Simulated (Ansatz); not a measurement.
# BSiCl (singlet): wave-function methods side by side, cc-pVDZ

The task here is to estimate one member of a computed series from the others.

The runs use Ansatz 0.2.0, Gaussian basis; cc-pVDZ, core rule «outside noble gas», up to 11 orbitals frozen.

Plan: UHF; CCSD(T) on RHF; CCSD(T) on UHF; BCCD(T) on RHF; CISD; CCSDT(Q) on RHF; CCSDT(Q) on UHF; CASSCF and MRCISD+Q, 12 electrons in 11 orbitals; CASSCF and NEVPT2, 12 electrons in 11 orbitals.

27 further runs of the same task are left out: 1 for a known fault of the program, 16 that didn't finish, 10 set aside as unsound or not needed.

## What is computed

The geometry is a PBE0/def2-TZVP stationary point (not a proven minimum).

3 atoms, charge 0, spin multiplicity 1.

Atoms are counted from 1 here; the program's logs count them from 0.

Bond lengths: Cl1–B2 1.685 Å, B2–Si3 1.896 Å. Angles: Cl1–B2–Si3 180.0°.

The first run:

Input file in.yaml:

```yaml
crystal:
  periodic: [false, false, false]
  atoms:
    - {symbol: Cl, position_ang: [0.000000, 0.000000, 1.755629]}
    - {symbol: B, position_ang: [0.000000, 0.000000, 0.070266]}
    - {symbol: Si, position_ang: [0.000000, 0.000000, -1.825895]}
basis:
  gaussian: {orbitals: cc-pVDZ}
magnetization: {spin_polarized: true, initial_magnetization: 0}
hamiltonian: {xc: hf}
output: {orbitals: {seedname: orbitals}}
```

Started as:

```
> ansatz run in.yaml --threads 1 --pin off --events-out ev --progress --plain --max-ram 2393MiB
```

Among the steps run: UHF; CCSD(T) on RHF; CCSD(T) on UHF; BCCD(T) on RHF; CISD; CCSDT(Q) on RHF; CCSDT(Q) on UHF; CASSCF and MRCISD+Q, 12 electrons in 11 orbitals; CASSCF and NEVPT2, 12 electrons in 11 orbitals.

One of the session's tables, all rows but one given; the rest of the session is left out.

```
          method  from RCCSDT(Q) (meV)
             RHF               +9080.0
             UHF               +8182.9
            RMP2               +1555.6
            UMP2               +1017.2
            CISD               +1518.2
           RCCSD                +506.7
           UCCSD                 +37.4
        RCCSD(T)                +170.1
        UCCSD(T)                -293.7
         BCCD(T)                +167.6
          RCCSDT                 +81.4
          UCCSDT                -474.7
       RCCSDT(Q)                     0
       UCCSDT(Q)                -574.1
  CASSCF valence               +6325.2
  NEVPT2 valence                     ?
  MRCISD valence                +766.2
MRCISD+Q valence                +218.7
```

Q: Estimate the row for NEVPT2 valence from the others.

**Answer.** from RCCSDT(Q) (meV): +1476.3. In the column «from RCCSDT(Q) (meV)» it lies between UMP2 (+1017.2) and CISD (+1518.2).

The program flags UCCSD(T), RCCSDT(Q), UCCSDT(Q) as in doubt (see the logs), so the zero of the table is itself unsure.

Caveats from the session: The determinant is far from a pure spin state, so its energy mixes those of several spin states (harmless only where they are near-degenerate, as at dissociation). The report flags that the cluster equations may have other roots. The program flags UCCSD(T), RCCSDT(Q), UCCSDT(Q) as in doubt, so the zero of the table is itself unsure. Warnings: restricted reference is unstable; spin contamination. Restricted and unrestricted rows rest on different reference determinants; where their highest levels disagree by more than a few hundredths of an eV, they describe different states and don't form one ladder.
